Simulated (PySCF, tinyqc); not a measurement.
Inside a calculation. Method: G0W0 on RHF in the sto-6g basis, for LiH, spin multiplicity 1. The lowest restricted solution is unstable here: a spin-polarised one lies 0.0008 hartree lower (PySCF). Computed by tinyqc, a small Python program that keeps every step (integrals from PySCF). Settings: charge = 0, multiplicity = 1, basis = sto-6g, method = RHF, energy threshold = 1e-10, iteration cap = 78, orthogonalisation = symmetric, start = atomic densities, DIIS depth = 6. Command: `OMP_NUM_THREADS=1 python tinyqc.py 23518 23519 out.jsonl` (the two numbers bound the seeds that draw the settings). One thread of a shared host (Intel(R) Xeon(R) Processor @ 2.60GHz), about 0.1 s of CPU time with the checks. The early iterations of the SCF are left out here.

## One-electron integrals

Geometry (angstrom):
```
atom        x        y        z
Li    0.00000  0.00000  0.00000
H     0.00000  0.00000  2.10400
```

Basis sto-6g: exponents (1/bohr^2) and contraction coefficients of normalised primitives:
```
element  l (shell)   exponent  coefficient
Li           s (1)  167.17585      0.00916
Li           s (1)   30.65151      0.04936
Li           s (1)    8.57519      0.16854
Li           s (1)    2.94581      0.37056
Li           s (1)    1.14394      0.41649
Li           s (1)    0.47114      0.13033
Li           s (2)    6.59756     -0.01325
Li           s (2)    1.30583     -0.04699
Li           s (2)    0.40585     -0.03379
Li           s (2)    0.15615      0.25024
Li           s (2)    0.06781      0.59512
Li           s (2)    0.03108      0.24071
Li           p (3)    6.59756      0.00376
Li           p (3)    1.30583      0.03768
Li           p (3)    0.40585      0.17390
Li           p (3)    0.15615      0.41804
Li           p (3)    0.06781      0.42586
Li           p (3)    0.03108      0.10171
H            s (1)   35.52322      0.00916
H            s (1)    6.51314      0.04936
H            s (1)    1.82214      0.16854
H            s (1)    0.62596      0.37056
H            s (1)    0.24308      0.41649
H            s (1)    0.10011      0.13033
```

Overlap, kinetic and nuclear-attraction integrals over the contracted functions; the nuclear repulsion is the sum of Za Zb / Rab.

nuclear repulsion = 0.7545302 hartree

overlap S:
```
          1Li 1s   1Li 2s  1Li 2px  1Li 2py  1Li 2pz    2H 1s
1Li 1s   1.00000  0.23574  0.00000  0.00000  0.00000  0.02273
1Li 2s   0.23574  1.00000  0.00000  0.00000  0.00000  0.27845
1Li 2px  0.00000  0.00000  1.00000  0.00000  0.00000  0.00000
1Li 2py  0.00000  0.00000  0.00000  1.00000  0.00000  0.00000
1Li 2pz  0.00000  0.00000  0.00000  0.00000  1.00000  0.39394
2H 1s    0.02273  0.27845  0.00000  0.00000  0.39394  1.00000
```

kinetic energy T (hartree):
```
           1Li 1s    1Li 2s  1Li 2px  1Li 2py  1Li 2pz     2H 1s
1Li 1s    3.61674  -0.11072  0.00000  0.00000  0.00000  -0.00871
1Li 2s   -0.11072   0.10652  0.00000  0.00000  0.00000   0.01581
1Li 2px   0.00000   0.00000  0.32001  0.00000  0.00000   0.00000
1Li 2py   0.00000   0.00000  0.00000  0.32001  0.00000   0.00000
1Li 2pz   0.00000   0.00000  0.00000  0.00000  0.32001   0.05906
2H 1s    -0.00871   0.01581  0.00000  0.00000  0.05906   0.76852
```

nuclear attraction V (hartree):
```
           1Li 1s    1Li 2s   1Li 2px   1Li 2py   1Li 2pz     2H 1s
1Li 1s   -8.31865  -0.88765   0.00000   0.00000  -0.00984  -0.08950
1Li 2s   -0.88765  -1.44000   0.00000   0.00000  -0.09302  -0.44554
1Li 2px   0.00000   0.00000  -1.41625   0.00000   0.00000   0.00000
1Li 2py   0.00000   0.00000   0.00000  -1.41625   0.00000   0.00000
1Li 2pz  -0.00984  -0.09302   0.00000   0.00000  -1.48735  -0.63883
2H 1s    -0.08950  -0.44554   0.00000   0.00000  -0.63883  -1.99386
```

core Hamiltonian H = T + V (hartree):
```
           1Li 1s    1Li 2s   1Li 2px   1Li 2py   1Li 2pz     2H 1s
1Li 1s   -4.70191  -0.99838   0.00000   0.00000  -0.00984  -0.09820
1Li 2s   -0.99838  -1.33347   0.00000   0.00000  -0.09302  -0.42974
1Li 2px   0.00000   0.00000  -1.09624   0.00000   0.00000   0.00000
1Li 2py   0.00000   0.00000   0.00000  -1.09624   0.00000   0.00000
1Li 2pz  -0.00984  -0.09302   0.00000   0.00000  -1.16734  -0.57977
2H 1s    -0.09820  -0.42974   0.00000   0.00000  -0.57977  -1.22534
```

## Two-electron integrals

Functions are numbered as in S; the eight-fold symmetry (ij|kl) = (ji|kl) = (kl|ij) leaves the list below.

Two-electron integrals (ij|kl) in chemists' order, unique and non-zero (hartree):
```
(11|11) 1.68125   (21|11) 0.24260   (21|21) 0.04451   (22|11) 0.39719
(22|21) 0.09028   (22|22) 0.29062   (31|31) 0.00944   (32|31) 0.01426
(32|32) 0.06424   (33|11) 0.39719   (33|21) 0.09028   (33|22) 0.29062
(33|33) 0.31312   (41|41) 0.00944   (42|41) 0.01426   (42|42) 0.06424
(43|43) 0.01688   (44|11) 0.39719   (44|21) 0.09028   (44|22) 0.29062
(44|33) 0.27937   (44|44) 0.31312   (51|51) 0.00944   (52|51) 0.01426
(52|52) 0.06424   (53|53) 0.01688   (54|54) 0.01688   (55|11) 0.39719
(55|21) 0.09028   (55|22) 0.29062   (55|33) 0.27937   (55|44) 0.27937
(55|55) 0.31312   (61|11) 0.02288   (61|21) 0.00414   (61|22) 0.00858
(61|33) 0.00845   (61|44) 0.00845   (61|51) 0.00056   (61|52) 0.00117
(61|55) 0.00882   (61|61) 0.00043   (62|11) 0.08644   (62|21) 0.02008
(62|22) 0.07265   (62|33) 0.06853   (62|44) 0.06853   (62|51) 0.00328
(62|52) 0.02249   (62|55) 0.08090   (62|61) 0.00231   (62|62) 0.03497
(63|31) 0.00132   (63|32) 0.00687   (63|53) 0.00302   (63|63) 0.00190
(64|41) 0.00132   (64|42) 0.00687   (64|54) 0.00302   (64|64) 0.00190
(65|11) 0.11555   (65|21) 0.02703   (65|22) 0.10051   (65|33) 0.09361
(65|44) 0.09361   (65|51) 0.00510   (65|52) 0.03492   (65|55) 0.11432
(65|61) 0.00320   (65|62) 0.05237   (65|65) 0.07902   (66|11) 0.25140
(66|21) 0.05921   (66|22) 0.23571   (66|33) 0.21579   (66|44) 0.21579
(66|51) 0.00973   (66|52) 0.08597   (66|55) 0.27556   (66|61) 0.00701
(66|62) 0.14928   (66|65) 0.23007   (66|66) 0.77500
```

## Orthogonalisation

S = U s U^T; symmetric (Loewdin) form X = U s^(-1/2) U^T, so that X^T S X = 1.

eigenvalues of S: 0.50195  0.80914  1.00000  1.00000  1.17736  1.51156

X:
```
           1Li 1s    1Li 2s  1Li 2px  1Li 2py   1Li 2pz     2H 1s
1Li 1s    1.02234  -0.12664  0.00000  0.00000  -0.00616   0.01722
1Li 2s   -0.12664   1.05888  0.00000  0.00000   0.05119  -0.16799
1Li 2px   0.00000   0.00000  1.00000  0.00000   0.00000   0.00000
1Li 2py   0.00000   0.00000  0.00000  1.00000   0.00000   0.00000
1Li 2pz  -0.00616   0.05119  0.00000  0.00000   1.07055  -0.23245
2H 1s     0.01722  -0.16799  0.00000  0.00000  -0.23245   1.10638
```

## Iteration 8 (converged): orbitals

converged F (hartree):
```
           1Li 1s    1Li 2s  1Li 2px  1Li 2py   1Li 2pz     2H 1s
1Li 1s   -2.40308  -0.61997  0.00000  0.00000   0.01353  -0.06124
1Li 2s   -0.61997  -0.19266  0.00000  0.00000  -0.06658  -0.20186
1Li 2px   0.00000   0.00000  0.15934  0.00000   0.00000   0.00000
1Li 2py   0.00000   0.00000  0.00000  0.15934   0.00000   0.00000
1Li 2pz   0.01353  -0.06658  0.00000  0.00000   0.04923  -0.19922
2H 1s    -0.06124  -0.20186  0.00000  0.00000  -0.19922  -0.08692
```

Diagonalise F' = X^T F X, C = X C', fill 2 alpha and 2 beta electrons from the bottom; D = 2 C_occ C_occ^T. Each column has its largest component positive (the first on a tie).

F' = X^T F X (hartree):
```
          1         2        3        4         5         6
1  -2.35571  -0.33999  0.00000  0.00000   0.01182   0.01632
2  -0.33999  -0.02536  0.00000  0.00000   0.00532  -0.20453
3   0.00000   0.00000  0.15934  0.00000   0.00000   0.00000
4   0.00000   0.00000  0.00000  0.15934   0.00000   0.00000
5   0.01182   0.00532  0.00000  0.00000   0.14782  -0.24152
6   0.01632  -0.20453  0.00000  0.00000  -0.24152   0.06356
```

orbital energies (hartree): MO1 -2.40441, MO2 -0.24138, MO3 0.07151, MO4 0.15934, MO5 0.15934, MO6 0.40459

coefficients C:
```
              MO1       MO2       MO3      MO4       MO5       MO6
1Li 1s    0.99411  -0.13965  -0.20464  0.00000   0.00000   0.10911
1Li 2s    0.02385   0.48510   0.80121  0.00000   0.00000  -0.53877
1Li 2px   0.00000   0.00000   0.00000  0.56451   0.82543   0.00000
1Li 2py   0.00000   0.00000   0.00000  0.82543  -0.56451   0.00000
1Li 2pz  -0.00469   0.33112  -0.59341  0.00000   0.00000  -0.86080
2H 1s    -0.00047   0.59574  -0.18861  0.00000   0.00000   0.95716
```

D after iteration 8:
```
           1Li 1s    1Li 2s  1Li 2px  1Li 2py   1Li 2pz     2H 1s
1Li 1s    2.01552  -0.08808  0.00000  0.00000  -0.10180  -0.16733
1Li 2s   -0.08808   0.47177  0.00000  0.00000   0.32103   0.57796
1Li 2px   0.00000   0.00000  0.00000  0.00000   0.00000   0.00000
1Li 2py   0.00000   0.00000  0.00000  0.00000   0.00000   0.00000
1Li 2pz  -0.10180   0.32103  0.00000  0.00000   0.21933   0.39453
2H 1s    -0.16733   0.57796  0.00000  0.00000   0.39453   0.70981
```

Within a degenerate level the vectors are fixed only up to a rotation; this is one choice.

## Convergence

Stop when the energy changes by less than 1e-10 hartree and every element of the error matrix X^T (F D S - S D F) X is below 3e-06.

Course of the cycle:
```
iteration  E (hartree)     change  largest element of the error matrix
1           -7.7236849          -                             1.04e-01
2           -7.8969084  -1.73e-01                             8.18e-02
3           -7.9062521  -9.34e-03                             3.51e-02
4           -7.9084676  -2.22e-03                             6.22e-03
5           -7.9086905  -2.23e-04                             9.65e-04
6           -7.9086948  -4.21e-06                             7.46e-05
7           -7.9086948  -2.19e-08                             5.24e-07
8           -7.9086948  -1.94e-12                             2.21e-08
```

PySCF RHF in the same basis = -7.9086948 hartree

Converged in 8 iterations.

## Integrals over molecular orbitals

(pq|rs) = sum C_ip C_jq C_kr C_ls (ij|kl), one index at a time.

one-electron integrals over orbitals h = C^T H C (hartree):
```
          1         2         3         4         5         6
1  -4.69461   0.09512   0.16466   0.00000   0.00000  -0.05578
2   0.09512  -1.32282   0.01193   0.00000   0.00000   0.03881
3   0.16466   0.01193  -1.10160   0.00000   0.00000   0.02470
4   0.00000   0.00000   0.00000  -1.09624   0.00000   0.00000
5   0.00000   0.00000   0.00000   0.00000  -1.09624   0.00000
6  -0.05578   0.03881   0.02470   0.00000   0.00000  -1.01959
```

Two-electron integrals over orbitals (pq|rs), unique and non-zero (hartree):
```
(11|11) 1.66526    (21|11) -0.09818   (21|21) 0.01030    (22|11) 0.31762
(22|21) 0.00307    (22|22) 0.45651    (31|11) -0.14468   (31|21) 0.01098
(31|22) -0.01128   (31|31) 0.02327    (32|11) 0.02790    (32|21) -0.00259
(32|22) -0.05675   (32|31) -0.00053   (32|32) 0.01925    (33|11) 0.39592
(33|21) -0.00899   (33|22) 0.21190    (33|31) 0.00081    (33|32) 0.01374
(33|33) 0.33099    (41|41) 0.01004    (42|41) 0.00710    (42|42) 0.02083
(43|41) 0.01037    (43|42) 0.01996    (43|43) 0.04166    (44|11) 0.39697
(44|21) -0.00335   (44|22) 0.24625    (44|31) -0.00480   (44|32) 0.01280
(44|33) 0.28054    (44|44) 0.31312    (51|51) 0.01004    (52|51) 0.00710
(52|52) 0.02083    (53|51) 0.01037    (53|52) 0.01996    (53|53) 0.04166
(54|54) 0.01688    (55|11) 0.39697    (55|21) -0.00335   (55|22) 0.24625
(55|31) -0.00480   (55|32) 0.01280    (55|33) 0.28054    (55|44) 0.27937
(55|55) 0.31312    (61|11) 0.07224    (61|21) -0.00974   (61|22) -0.00740
(61|31) -0.00520   (61|32) 0.00267    (61|33) 0.01200    (61|44) 0.00150
(61|55) 0.00150    (61|61) 0.01161    (62|11) -0.07984   (62|21) 0.00166
(62|22) 0.11112    (62|31) 0.00409    (62|32) -0.04242   (62|33) -0.02017
(62|44) -0.03611   (62|55) -0.03611   (62|61) 0.00075    (62|62) 0.13174
(63|11) 0.01980    (63|21) -0.00205   (63|22) -0.05596   (63|31) 0.00425
(63|32) 0.01524    (63|33) 0.03648    (63|44) 0.00699    (63|55) 0.00699
(63|61) 0.00423    (63|62) -0.03728   (63|63) 0.02929    (64|41) -0.00594
(64|42) -0.01853   (64|43) -0.01239   (64|64) 0.01955    (65|51) -0.00594
(65|52) -0.01853   (65|53) -0.01239   (65|65) 0.01955    (66|11) 0.35632
(66|21) 0.00103    (66|22) 0.42744    (66|31) -0.01079   (66|32) -0.04672
(66|33) 0.23814    (66|44) 0.26001    (66|55) 0.26001    (66|61) -0.00508
(66|62) 0.10081    (66|63) -0.04498   (66|66) 0.42304
```

## Screening: direct RPA

With D = e_a - e_i and K = (ia|jb): diagonalise D^(1/2) (D + 4K) D^(1/2) = Z w^2 Z^T; X + Y = D^(1/2) Z w^(-1/2), each column of Z with its largest component positive (the first on a tie); E_c = (sum w - tr (D + 2K)) / 2.

D^(1/2) (D + 4K) D^(1/2) (hartree^2):
```
          1>3      1>4      1>5       1>6       2>3      2>4      2>5       2>6
1>3   6.36064  0.00000  0.00000  -0.05486  -0.00187  0.00000  0.00000   0.02067
1>4   0.00000  6.67576  0.00000   0.00000   0.00000  0.02880  0.00000   0.00000
1>5   0.00000  0.00000  6.67576   0.00000   0.00000  0.00000  0.02880   0.00000
1>6  -0.05486  0.00000  0.00000   8.02091   0.01002  0.00000  0.00000   0.00406
2>3  -0.00187  0.00000  0.00000   0.01002   0.12199  0.00000  0.00000  -0.07628
2>4   0.00000  0.02880  0.00000   0.00000   0.00000  0.19396  0.00000   0.00000
2>5   0.00000  0.00000  0.02880   0.00000   0.00000  0.00000  0.19396   0.00000
2>6   0.02067  0.00000  0.00000   0.00406  -0.07628  0.00000  0.00000   0.75767
```

excitation energies w (hartree): 0.33608  0.44027  0.44027  0.87556  2.52169  2.58377  2.58377  2.83244

X + Y:
```
            1         2         3         4         5        6         7         8
1>3  -0.00028   0.00000   0.00000  -0.00624   0.99034  0.00000   0.00000  -0.03084
1>4   0.00000   0.00537  -0.00928   0.00000   0.00000  0.98441  -0.15221   0.00000
1>5   0.00000  -0.00928  -0.00537   0.00000   0.00000  0.15221   0.98441   0.00000
1>6  -0.00381   0.00000   0.00000  -0.00075   0.03481  0.00000   0.00000   0.99531
2>3   0.95819   0.00000   0.00000  -0.07025  -0.00010  0.00000   0.00000   0.00042
2>4   0.00000  -0.47747   0.82593   0.00000   0.00000  0.00173  -0.00027   0.00000
2>5   0.00000   0.82593   0.47747   0.00000   0.00000  0.00027   0.00173   0.00000
2>6   0.16292   0.00000   0.00000   0.85298   0.00188  0.00000   0.00000   0.00022
```

RPA correlation energy = -0.0270299 hartree

Within a degenerate level the vectors are fixed only up to a rotation; this is one choice.

## G0W0 on Hartree-Fock: HOMO

W(p,q,m) = sqrt2 sum_ia (pq|ia) (X+Y)_ia,m; Sigma_c(x) = sum_(i,m) W^2/(x - e_i + w_m) + sum_(a,m) W^2/(x - e_a - w_m); solve x = e_p + Sigma_c(x) by Newton steps; Z = 1/(1 - dSigma/dx); 1 hartree = 27.211386 eV.

The 12 largest terms at x = e_p (hartree; W for the signs of X + Y given):
```
q  m         W      term
2  4   0.13979   0.02232
6  4   0.16309  -0.01748
2  1  -0.05126   0.00782
3  4  -0.05308  -0.00237
6  1  -0.02714  -0.00075
5  2   0.02424  -0.00070
4  3   0.02424  -0.00070
3  1   0.01630  -0.00041
4  2  -0.01401  -0.00023
5  3   0.01401  -0.00023
2  5  -0.01586   0.00010
1  5   0.01490  4.74e-05
```

Newton steps (hartree):
```
step         x  Sigma_c(x)        Z
0     -0.24138     0.00740  0.93813
1     -0.23443     0.00695  0.93914
2     -0.23443     0.00695  0.93914
```

quasiparticle energy of the HOMO = -6.37908 eV

Hartree-Fock value = -6.56815 eV

## G0W0 on Hartree-Fock: LUMO

As before.

The 12 largest terms at x = e_p (hartree; W for the signs of X + Y given):
```
q  m         W      term
2  4  -0.05308   0.00237
6  4  -0.04653  -0.00179
5  2   0.02318  -0.00102
4  3   0.02318  -0.00102
3  4  -0.02572  -0.00076
3  1   0.01390  -0.00058
2  1   0.01630   0.00041
4  2  -0.01340  -0.00034
5  3   0.01340  -0.00034
6  1   0.01203  -0.00022
1  5   0.03234   0.00021
3  8   0.01685  -0.00010
```

Newton steps (hartree):
```
step        x  Sigma_c(x)        Z
0     0.07151    -0.00333  0.98785
1     0.06823    -0.00329  0.98794
2     0.06823    -0.00329  0.98794
```

quasiparticle energy of the LUMO = 1.85654 eV

Hartree-Fock value = 1.94594 eV
